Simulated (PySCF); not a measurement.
Species: C3H10NP.
Atom-mapped SMILES: `[CH3:1][P:2]([CH3:3])([CH3:4])=[NH:5]` (hydrogens: H6, H7, H8 on C1; H9, H10, H11 on C3; H12, H13, H14 on C4; H15 on N5)

Computed with PySCF at PBE0/def2-SVPD, non-relativistic, on one gas-phase PBE0-D3(BJ)/def2-SVP geometry that isn't relaxed in the solvent. The solvent is an IEF-PCM continuum (Bondi radii, 1.10 Å for H, scaled by 1.2). Only the electrostatic response of the medium enters.

Gas phase at PBE0/def2-SVPD: HOMO -6.07 eV, LUMO 0.37 eV, dipole 3.72 D.

Q: What does the continuum do to the energy, the frontier levels and the dipole at PBE0/def2-SVPD in chloroform and dichloromethane?

A: 
| solvent | ε | E(solvent) − E(gas) (kcal/mol) | polarisation term (kcal/mol) | distortion of the solute (kcal/mol) | HOMO (eV) | LUMO (eV) | dipole (D) |
| --- | --- | --- | --- | --- | --- | --- | --- |
| chloroform | 4.711 | -7.14 | -8.43 | 1.29 | -6.34 | 0.62 | 4.86 |
| dichloromethane | 8.93 | -8.67 | -10.62 | 1.95 | -6.41 | 0.66 | 5.13 |

Polarisation term: ½ Σ q·V over the induced surface charges. Distortion: the rise of the solute's own energy as its density leaves the gas-phase optimum. From chloroform to dichloromethane the lowering changes by a factor 1.21, Onsager's factor (ε − 1)/(2ε + 1) by 1.18 and ε itself by 1.9.

Q: Which radius a makes the point-dipole formula ΔE = −[(ε − 1)/(2ε + 1)]·μ²/a³ give the value in dichloromethane, with the gas-phase dipole?

A: μ = 1.463 au and |ΔE| = 0.01381 Eh give a = 2.13 Å; the farthest nucleus lies 2.61 Å from the centroid of the nuclei, so such a sphere wouldn't even hold the nuclei. The formula assumes a rigid point dipole at the centre of a sphere.

Q: How does the static polarisability (PBE0/def2-SVPD, frozen core, with the continuum's full static response) change?

A: 
```tsv
medium	isotropic (au)	principal values (au)	⟨r²⟩ of the electrons (bohr²)
gas	71.8	69.9, 71.5, 74.1	569.6
chloroform	89.6	86.4, 88.8, 93.6	569.5
dichloromethane	94.0	90.3, 93.2, 98.4	569.5
```

The isotropic value in dichloromethane is 1.31 times the gas-phase one; no cavity-field correction is applied. ⟨r²⟩ is taken about the centre of nuclear charge.

Time: 22 s; peak memory 0.92 GiB. Hardware: Intel Xeon Platinum 8259CL at 2.50 GHz, one thread, shared host with 96 logical CPUs at a one-minute load of 33. This is the whole response run at PBE0/def2-SVPD in dichloromethane, SCF included.
